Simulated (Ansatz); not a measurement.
Elements on the sites of an ideal bcc lattice, at a guessed lattice constant:

```
Ti Re
1.0
     6.39557    0.00000    0.00000
     0.00000    6.39557    0.00000
     0.00000    0.00000    6.39557
Ti Re
9 7
Cartesian
  3.1978 0.0000 0.0000
  0.0000 3.1978 0.0000
  0.0000 0.0000 3.1978
  3.1978 3.1978 0.0000
  3.1978 0.0000 3.1978
  0.0000 3.1978 3.1978
  3.1978 3.1978 3.1978
  1.5989 4.7967 4.7967
  4.7967 4.7967 4.7967
  0.0000 0.0000 0.0000
  1.5989 1.5989 1.5989
  4.7967 1.5989 1.5989
  1.5989 4.7967 1.5989
  1.5989 1.5989 4.7967
  4.7967 4.7967 1.5989
  4.7967 1.5989 4.7967
```

Cell and atoms were relaxed without symmetry on coarser meshes and computed once more. Level of theory: Ansatz 0.2.0, DFT PBE, scalar-relativistic, plane waves, PAW.

Cutoff 420 eV; k points 6×6×5 on the computed 16-atom cell (Γ-centred); Gaussian smearing, width 0.10 eV; no spin polarisation.

The relaxation ran on 2×2×2 (shifted) and then 3×4×3 k points with a smearing of 0.1 eV, from sites shaken by 0.02 Å.

Question: What does the relaxation give?

Answer: A volume of 15.46 Å³/atom and no gap on the mesh. It lies 0.30 eV/atom below the elements' standard states (static lattices, no corrections for gases). The atoms leave their sites by 0.06 Å (root mean square) and 0.12 Å at most, and the cell stretches by up to 0.4 % at fixed volume.

```yaml
crystal:
  lattice:
    - [6.29016, -0.00003, 0.00003]
    - [-0.00005, 6.28359, -0.01613]
    - [-0.00003, -0.01630, 6.25996]
  atoms:
    - { symbol: Ti, position: [0.49933, 0.00485, 0.00495] }
    - { symbol: Ti, position: [0.99932, 0.49363, 0.00833] }
    - { symbol: Ti, position: [0.99933, 0.00845, 0.49434] }
    - { symbol: Ti, position: [0.49933, 0.49636, 0.00796] }
    - { symbol: Ti, position: [0.49933, 0.00796, 0.49688] }
    - { symbol: Ti, position: [0.99933, 0.49196, 0.49243] }
    - { symbol: Ti, position: [0.49933, 0.49826, 0.49953] }
    - { symbol: Ti, position: [0.23114, 0.75470, 0.75500] }
    - { symbol: Ti, position: [0.76753, 0.75471, 0.75500] }
    - { symbol: Re, position: [0.99933, 0.00247, 0.00291] }
    - { symbol: Re, position: [0.24952, 0.24866, 0.24896] }
    - { symbol: Re, position: [0.74914, 0.24866, 0.24896] }
    - { symbol: Re, position: [0.24867, 0.75109, 0.24832] }
    - { symbol: Re, position: [0.24806, 0.24773, 0.75192] }
    - { symbol: Re, position: [0.75000, 0.75109, 0.24830] }
    - { symbol: Re, position: [0.75061, 0.24774, 0.75192] }
```

The final mesh leaves forces up to 0.08 eV/Å and stresses up to 0.4 GPa: the relaxation ran on a coarser mesh, so the cell's shape, its bonds and its energy belong partly to that mesh.

Spin-orbit coupling is left out, which matters for the bands of heavy elements.

Cost: 2 runs of about 11 core-minutes in all (earlier runs that led there not counted), on Intel Xeon Platinum 8259CL (Skylake/Cascade Lake) (shared hosts).